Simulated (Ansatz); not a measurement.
# Which is lower?

The two ends of one reaction step of CH5, doublet (PBE0-D4/def2-TZVP).

A:

```
atom    x (Å)    y (Å)    z (Å)
  H1  -1.3234  -1.2043   0.1921
  H2  -1.8732  -1.7047   0.2718
  C3   0.7964   0.7248  -0.1156
  H4   1.5295  -0.0673  -0.0738
  H5   0.3863   1.0315  -1.0666
  H6   0.4842   1.2201   0.7921
```

B:

H1  (-0.309, -0.280, 0.045)
H2  (-2.465, -2.244, 0.358)
C3  (0.493, 0.449, -0.072)
H4  (1.454, -0.065, -0.070)
H5  (0.367, 0.980, -1.014)
H6  (0.460, 1.160, 0.754)
(Å)

Ansatz 0.2.0; basis: def2-TZVPP; cores frozen in the correlated methods; orbitals are unrestricted. B3LYP uses VWN-RPA correlation.

(1) Which structure is lower at CCSD(T), and by how much? (An estimate is asked for; the value comes from the calculation.)

No T1 diagnostic of these runs exceeds 0.009. ⟨S²⟩ of the unrestricted Hartree–Fock references: 0.75 to 0.76 (a pure state has 0.75).

Results:

(1) Computed: B, by 11.0 kJ/mol (electronic energy, against the other). By their contacts, A is a complex of CH₃ + H₂ and B is a complex of CH₄ + H.

All methods give the same order:

| method | E(B) − E(A) (kJ/mol) |
| --- | --- |
| SPW92 | -39.3 |
| PBE-D4 | -21.6 |
| BLYP-D4 | -2.8 |
| r2SCAN-D4 | -1.2 |
| B97M-V | -15.6 |
| PBE0-D4 | -20.0 |
| B3LYP-D4 | -3.6 |
| r2SCAN0-D4 | -1.6 |
| BHLYP-D4 | -2.8 |
| CAM-B3LYP-D4 | -9.2 |
| wB97X-V | -18.6 |
| wB97M-V | -15.7 |
| B2PLYP | -10.6 |
| PBE-QIDH | -22.3 |
| RPA on PBE | -7.6 |
| HF | -7.8 |
| MP2 | -28.4 |
| CCSD | -7.1 |
| CCSD(T) | -11.0 |

For scale, one of the runs: CCSD(T)/def2-TZVPP, 101 basis functions, launched by `ansatz run in.yaml --threads 2 --pin off --events-out ev --progress --plain --max-ram 4352MiB`. Time: 3.9 s of wall clock on 2 CPU threads of an Arm Neoverse V1; the host was shared. Peak host memory: 0.63 GiB.
